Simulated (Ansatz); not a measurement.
**Relaxing Na2Ti**

Computed with Ansatz 0.2.0, DFT PBE, scalar-relativistic, plane waves, PAW. Cutoff 420 eV, Γ-centred k mesh, Gaussian smearing, no spin polarisation in the final step.

Na2Ti was placed on the fluorite structure type (Fm-3m, No. 225), with Ti in place of Ca, Na in place of F, at a guessed volume.

```yaml
crystal:
  lattice:
    - [0.00000, 3.01435, 3.01435]
    - [3.01435, 0.00000, 3.01435]
    - [3.01435, 3.01435, 0.00000]
  atoms:
    - { symbol: Na, position: [0.25000, 0.25000, 0.25000] }
    - { symbol: Na, position: [0.75000, 0.75000, 0.75000] }
    - { symbol: Ti, position: [0.00000, 0.00000, 0.00000] }
```

Cell and atoms relax at zero pressure; the relaxation can't lower the symmetry of the start. After a coarse first stage the cell is made exact in the group found at 0.06 Å.

Formation energies are uncorrected and refer to the elements' standard structures at the same level.

Question: What does it relax into?

Answer: It keeps Fm-3m (No. 225). The result has the fluorite structure. Conventional cell: a = 7.468 Å. Na is coordinated by 4 Ti at 3.23 Å and 6 Na at 3.73 Å; Ti has 8 Na at 3.23 Å.

```xyz
3
Lattice="0.0000 3.7342 3.7342 3.7342 0.0000 3.7342 3.7342 3.7342 0.0000" Properties=species:S:1:pos:R:3 pbc="T T T"
Na    1.8671    1.8671    1.8671
Na    5.6012    5.6012    5.6012
Ti    0.0000    0.0000    0.0000
```

Question: What are its volume, energy, density and gap?

Answer: The volume per atom is 34.71 Å³. The density is 1.50 g/cm³ and the energy over the elements is 1.42 eV/atom. The gap on the 12×12×12 mesh is 0 eV (a metal).

The final run used a 12×12×12 mesh on its 3-atom cell and 0.10 eV smearing. The k mesh leaves about 4 meV/atom of noise in metals. A structure relaxed within its symmetry needn't be a true minimum.

Cost: 3 runs of about 0.39 core-minutes in all, on Intel Xeon 6975P-C (Granite Rapids) (shared hosts).